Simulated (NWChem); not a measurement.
All runs are NWChem calculations. System: C$_{2}$H$_{6}$OS, charge 1, spin multiplicity 2, at the geometry of a parent with another charge or spin, in a state set for the comparison that need not be this species' ground state. Its SCF solution wasn't tested for a lower state. Level: UHF/def2-TZVP.

NWChem printed:

```
             Northwest Computational Chemistry Package (NWChem) 7.3.0
             --------------------------------------------------------

                                NWChem Input Module
                                -------------------

 Scaling coordinates for geometry "geometry" by  1.889725989
 (inverse scale =  0.529177249)

 Turning off AUTOSYM since
 SYMMETRY directive was detected!

                             Geometry "geometry" -> ""
                             -------------------------

 Output coordinates in angstroms (scale by  1.889725989 to convert to a.u.)

  No.       Tag          Charge          X              Y              Z
 ---- ---------------- ---------- -------------- -------------- --------------
    1 C                    6.0000    -0.66129600     0.52181500    -1.37247500
    2 S                   16.0000     0.50394900     0.09667700     0.00000000
    3 C                    6.0000    -0.66129600     0.52181500     1.37247500
    4 O                    8.0000     0.63601900    -1.41471400     0.00000000
    5 H                    1.0000    -0.13737000     0.24838300    -2.30772000
    6 H                    1.0000    -0.89824900     1.60415000    -1.36774500
    7 H                    1.0000    -1.57227400    -0.09798300    -1.25809900
    8 H                    1.0000    -1.57227400    -0.09798300     1.25809900
    9 H                    1.0000    -0.13737000     0.24838300     2.30772000
   10 H                    1.0000    -0.89824900     1.60415000     1.36774500

 Effective nuclear repulsion energy (a.u.)     180.7119072637

            Nuclear Dipole moment (a.u.)
            ----------------------------
        X                 Y               Z
 ---------------- ---------------- ----------------
    -0.0000037795    -0.0000000000     0.0000000000

      Symmetry information
      --------------------

 Group name             Cs
 Group number              2
 Group order               2
 No. of unique centers     6

      Symmetry unique atoms

     1    2    4    5    6    7


 Summary of "ao basis" -> "" (spherical)
 ------------------------------------------------------------------------------
       Tag                 Description            Shells   Functions and Types
 ---------------- ------------------------------  ------  ---------------------
 *                         def2-tzvp                  on all atoms

 Summary of "ao basis" -> "ao basis" (spherical)
[...]
           0.000000000000           0.000000000000         269.306674676637

  Mulliken analysis of the total density
  --------------------------------------

    Atom       Charge   Shell Charges
 -----------   ------   -------------------------------------------------------
    1 C    6     6.37   0.85  1.12  0.48  0.75  0.04  1.20  1.49  0.35  0.02  0.06  0.00
    2 S   16    15.33   2.01  0.49  1.48  1.07  0.65  4.17  1.69  0.85  2.05  0.44  0.13  0.25  0.04
    3 C    6     6.37   0.85  1.12  0.48  0.75  0.04  1.20  1.49  0.35  0.02  0.06  0.00
    4 O    8     8.15   0.79  1.18  0.61  1.02  0.31  1.75  1.89  0.56  0.00  0.03  0.00
    5 H    1     0.79   0.25  0.46  0.06  0.02
    6 H    1     0.79   0.25  0.46  0.07  0.02
    7 H    1     0.80   0.25  0.46  0.07  0.02
    8 H    1     0.80   0.25  0.46  0.07  0.02
    9 H    1     0.79   0.25  0.46  0.06  0.02
   10 H    1     0.79   0.25  0.46  0.07  0.02

  Mulliken analysis of the alpha density
  --------------------------------------

    Atom       Charge   Shell Charges
 -----------   ------   -------------------------------------------------------
    1 C    6     3.21   0.43  0.56  0.24  0.38  0.02  0.61  0.76  0.18  0.01  0.03  0.00
    2 S   16     7.66   1.00  0.24  0.74  0.54  0.32  2.09  0.85  0.42  1.01  0.21  0.07  0.13  0.02
    3 C    6     3.21   0.43  0.56  0.24  0.38  0.02  0.61  0.76  0.18  0.01  0.03  0.00
    4 O    8     4.53   0.40  0.59  0.32  0.52  0.15  1.09  1.15  0.31  0.00  0.02  0.00
    5 H    1     0.40   0.13  0.23  0.03  0.01
    6 H    1     0.40   0.13  0.23  0.03  0.01
    7 H    1     0.40   0.13  0.23  0.04  0.01
    8 H    1     0.40   0.13  0.23  0.04  0.01
    9 H    1     0.40   0.13  0.23  0.03  0.01
   10 H    1     0.40   0.13  0.23  0.03  0.01

   Mulliken analysis of the beta density
   -------------------------------------

    Atom       Charge   Shell Charges
 -----------   ------   -------------------------------------------------------
    1 C    6     3.16   0.43  0.56  0.24  0.37  0.02  0.59  0.73  0.18  0.01  0.03  0.00
    2 S   16     7.67   1.00  0.24  0.74  0.53  0.33  2.09  0.85  0.43  1.04  0.23  0.06  0.12  0.02
    3 C    6     3.16   0.43  0.56  0.24  0.37  0.02  0.59  0.73  0.18  0.01  0.03  0.00
    4 O    8     3.62   0.40  0.59  0.29  0.50  0.16  0.66  0.74  0.25  0.00  0.02  0.00
    5 H    1     0.40   0.13  0.23  0.03  0.01
    6 H    1     0.40   0.13  0.23  0.03  0.01
    7 H    1     0.40   0.13  0.23  0.03  0.01
    8 H    1     0.40   0.13  0.23  0.03  0.01
    9 H    1     0.40   0.13  0.23  0.03  0.01
   10 H    1     0.40   0.13  0.23  0.03  0.01

   Mulliken analysis of the spin density
   -------------------------------------

    Atom       Charge   Shell Charges
 -----------   ------   -------------------------------------------------------
    1 C    6     0.05   0.00 -0.00  0.00  0.01 -0.00  0.02  0.03 -0.00  0.00  0.00  0.00
    2 S   16    -0.02   0.00  0.00 -0.00  0.00 -0.01 -0.00  0.00 -0.00 -0.02 -0.01  0.01  0.02  0.00
    3 C    6     0.05   0.00 -0.00  0.00  0.01 -0.00  0.02  0.03 -0.00  0.00  0.00  0.00
    4 O    8     0.91   0.00 -0.00  0.02  0.02 -0.02  0.43  0.40  0.06 -0.00 -0.00 -0.00
    5 H    1    -0.00  -0.00 -0.00 -0.00  0.00
    6 H    1    -0.00  -0.00 -0.00  0.00  0.00
    7 H    1     0.00   0.00  0.00  0.00  0.00
    8 H    1     0.00   0.00  0.00  0.00  0.00
    9 H    1    -0.00  -0.00 -0.00 -0.00  0.00
   10 H    1    -0.00  -0.00 -0.00  0.00  0.00

       Multipole analysis of the density wrt the origin
       ------------------------------------------------

     L   x y z        total         alpha         beta         nuclear
     -   - - -        -----         -----         ----         -------
     0   0 0 0      1.000000    -21.000000    -20.000000     42.000000

     1   1 0 0     -0.653307     -0.830180      0.176877     -0.000004
     1   0 1 0      0.908581      1.434441     -0.525859     -0.000000
     1   0 0 1      0.000000      0.000000      0.000000      0.000000

     2   2 0 0    -19.332601    -45.104921    -42.588130     68.360449
     2   1 1 0     -0.823988     24.245654     22.074214    -47.143856
     2   1 0 1     -0.000000     -0.000000     -0.000000      0.000000
     2   0 2 0    -20.384282    -57.688923    -50.963296     88.267937
     2   0 1 1      0.000000     -0.000000      0.000000     -0.000000
     2   0 0 2    -15.431356    -79.729373    -79.124759    143.422776

 Task  times  cpu:       43.1s     wall:       43.1s

 Total times  cpu:       43.2s     wall:       43.2s
```

Question: Write an NWChem input that would produce this output.

Answer: This is not unique; one that fits is 
```
start mol
memory heap 200 mb stack 900 mb global 1100 mb
charge 1
geometry units angstroms nocenter noautoz
  C     -0.661296     0.521815    -1.372475
  S      0.503949     0.096677     0.000000
  C     -0.661296     0.521815     1.372475
  O      0.636019    -1.414714     0.000000
  H     -0.137370     0.248383    -2.307720
  H     -0.898249     1.604150    -1.367745
  H     -1.572274    -0.097983    -1.258099
  H     -1.572274    -0.097983     1.258099
  H     -0.137370     0.248383     2.307720
  H     -0.898249     1.604150     1.367745
  symmetry group Cs
end
basis spherical
  * library def2-tzvp
end
scf
  uhf
  nopen 1
  maxiter 100
  thresh 1e-7
  semidirect memsize 60000000 filesize 0
  # guess.movecs holds the orbitals of an unrestricted PBE0 run
  vectors input guess.movecs output mol.movecs
end
task scf energy
```
